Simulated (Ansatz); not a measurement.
System: bcc Mo. Method: revPBE in Ansatz (PAW).

Settings: plane-wave cutoff 520 eV, 24×24×24 k mesh, Fermi–Dirac smearing 0.05 eV, no spin polarisation, scalar-relativistic PAW data made under PBE.

Computed at the level's own relaxed cell.

### Question
What does this level give for the equilibrium volume per atom, bulk modulus B0, lattice constant a and pressure derivative B′ of the bulk modulus?

### Answer

* **equilibrium volume per atom**: 15.94 Å³/atom
* **bulk modulus B0**: 251 GPa
* **lattice constant a**: 3.171 Å
* **pressure derivative B′ of the bulk modulus**: 4.3

The run finds no gap.

Measured, for comparison: equilibrium volume per atom 15.49 Å³/atom, lattice constant a 3.141 Å (static lattice: zero-point anharmonic expansion removed; as tabulated in Mejia-Rodriguez and Trickey (2018), arXiv:1807.09216); bulk modulus 265 GPa (zero-point energy and finite temperature contributions removed, our sources range from 265 to 278; as tabulated in doi:10.1021/acs.jctc.3c00612). Computed (rounded) less measured: equilibrium volume per atom +2.9 %, bulk modulus -5 % (-5 % to -10 % over the range), lattice constant a +1.0 %.

Computed values are for the static lattice.

Cost on a shared machine: around 50 core-seconds (rough).

Ansatz is a first-principles code.
